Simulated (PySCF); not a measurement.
# Frontier levels across methods

Species: C₅H₈O.
Cartesian coordinates in Å at the PBE0-D3(BJ)/def2-SVP level; atoms count from 1:
```xyz
14
C5H8O angstrom
C      2.1968   -0.8404    0.2579
C      0.7630   -0.4631    0.1323
C      0.3100    0.7597   -0.1805
C     -1.1147    1.1435   -0.3096
C     -2.1826    0.1010   -0.0678
O     -1.4069    2.2838   -0.6037
H      2.4083   -1.2479    1.2607
H      2.8632    0.0154    0.0812
H      2.4551   -1.6378   -0.4594
H      0.0365   -1.2652    0.3127
H      1.0063    1.5847   -0.3665
H     -2.1341   -0.2747    0.9661
H     -3.1634    0.5597   -0.2414
H     -2.0570   -0.7624   -0.7388
```

Basis pcSseg-1 throughout (PySCF), one geometry. Geometry: PBE0-D3(BJ)/def2-SVP, one conformer, isolated molecule.

How do the orbital energies, the gap and the dipole change with the method?

```
method           kind  HOMO (eV)  LUMO (eV)  gap (eV)  μ (D)  SCF cycles
  BLYP            GGA      -5.39      -2.24      3.15   3.76          16
  OPBE            GGA      -5.44      -2.32      3.12   3.74          16
   PBE            GGA      -5.50      -2.40      3.10   3.77          16
  BP86            GGA      -5.62      -2.50      3.13   3.82          17
   LDA            LDA      -5.66      -2.63      3.03   3.93          15
  PBE0  global hybrid      -7.19      -1.43      5.76   3.92          14
    HF   Hartree–Fock     -10.25       2.55     12.80   4.32          11
```

The HOMO spans 4.85 eV, from BLYP down to HF, and the gap runs from 3.03 eV (LDA) to 12.80 eV (HF). Over the methods BLYP (0 %), OPBE (0 %), PBE (0 %), BP86 (0 %), LDA (0 %), PBE0 (25 %), HF (100 %), a straight line through the gap against the share of exact exchange rises by 0.97 eV for each 10 % (correlation coefficient 1.000). The dipole ranges from 3.74 D (OPBE) to 4.32 D (HF). This basis has no diffuse functions.

The vertical ΔSCF ionisation energy at CAM-B3LYP/def2-SVPD is 9.44 eV; −ε(HOMO) comes closest to it with HF (10.25 eV).
